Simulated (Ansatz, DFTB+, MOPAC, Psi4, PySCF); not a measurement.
Molecule: acetonitrile, C₂H₃N, charge 0, multiplicity 1. SMILES: CC#N
Geometry from a B3LYP-D3(BJ)/def2-TZVP (Ansatz, a quantum-chemistry and plane-wave program) optimisation:
```
C
H 1 1.0902
H 1 1.0902 2 108.78
H 1 1.0902 2 108.78 3 118.36
C 1 1.4544 2 110.15 3 -120.82
N 5 1.1493 3 150.78 1 180.00
```
Charge 0, spin multiplicity 1.

Quantity: size of the dipole moment, in D. Terms: 6-311+G** with 5d; non-relativistic; dispersion terms only where a functional's name holds one; no spin-orbit coupling; 6-31G* and kin with 6d, 5d where marked; LANL2DZ all-electron up to Ne; SCC-DFTB with the Slater-Koster set that CP2K ships. First-principles and DFTB rows: single points at B3LYP-D3(BJ) geometries (Ansatz). Semi-empirical rows: dipoles at the shared geometry.

Measured values: NIST CCCBDB, as tabulated in the package chemicals; dipoles are vibrational averages. 

Value to compare with, the measured value: 3.92 D.

```
level              program  size of the dipole moment (D)  error
-----------------  -------  -----------------------------  -----
AM1                  MOPAC                           2.86  -1.06
PM3                  MOPAC                           3.19  -0.73
PM6                  MOPAC                           3.70  -0.22
MNDO                 MOPAC                           2.63  -1.29
SCC-DFTB             DFTB+                           2.59  -1.33
SVWN5/6-31G*        Ansatz                           3.84  -0.08
PBE/LANL2DZ         Ansatz                           3.91  -0.01
PBE/6-31G*          Ansatz                           3.74  -0.18
BLYP/6-31G*         Ansatz                           3.70  -0.22
B3LYP/6-31G         Ansatz                           3.84  -0.08
B3LYP/def2-SVP      Ansatz                           3.74  -0.18
M06-2X/6-311+G**     PySCF                           4.04   0.12
wB97X-D/6-311+G**     Psi4                           4.08   0.16
```

2 of the 13 habitual levels lie above the measured value; their mean absolute error is 0.44 D, the median 0.18.

The levels are drawn from those run, B3LYP/6-31G* more often than the rest, none by its result; runs whose electronic state is in doubt are left out.
